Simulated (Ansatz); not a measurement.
`CC(F)OCF` and `CC(F)OC=N` differ in one atom or group.

Ansatz, PBE0-D4/def2-TZVP geometries, multiplicity 1. Each molecule was computed in one conformer, which needn't be the lowest.

```tsv
property	`CC(F)OCF`
HOMO energy (B3LYP/def2-TZVPP) / eV	-9.05
size of the dipole moment (B3LYP/def2-TZVPP) / D	0.56
LUMO energy (PBE0/def2-TZVPP) / eV	1.54
HOMO–LUMO gap (PBE0/def2-TZVPP) / eV	10.82
HOMO–LUMO gap (B3LYP/def2-TZVPP) / eV	10.21
size of the dipole moment (ωB97M-V/def2-TZVPP) / D	0.55
```

What does the change do to each property? (Best estimate.)

Computed: 
| property | `CC(F)OC=N` | shift |
| --- | --- | --- |
| HOMO energy (B3LYP/def2-TZVPP) / eV | -7.98 | 1.07 |
| size of the dipole moment (B3LYP/def2-TZVPP) / D | 2.15 | 1.59 |
| LUMO energy (PBE0/def2-TZVPP) / eV | 0.24 | -1.30 |
| HOMO–LUMO gap (PBE0/def2-TZVPP) / eV | 8.46 | -2.36 |
| HOMO–LUMO gap (B3LYP/def2-TZVPP) / eV | 7.92 | -2.29 |
| size of the dipole moment (ωB97M-V/def2-TZVPP) / D | 2.17 | 1.62 |

With PBE0 the HOMO rises by 1.07 eV and the LUMO falls by 1.30 eV, so the gap narrows by about 2.37 eV. PBE moves the HOMO by 0.93 eV and ωB97M-V by 1.09 eV. Dipoles are sizes alone; their direction can turn.

B3LYP here is the variant with VWN-RPA as its local correlation; programs differ in this.
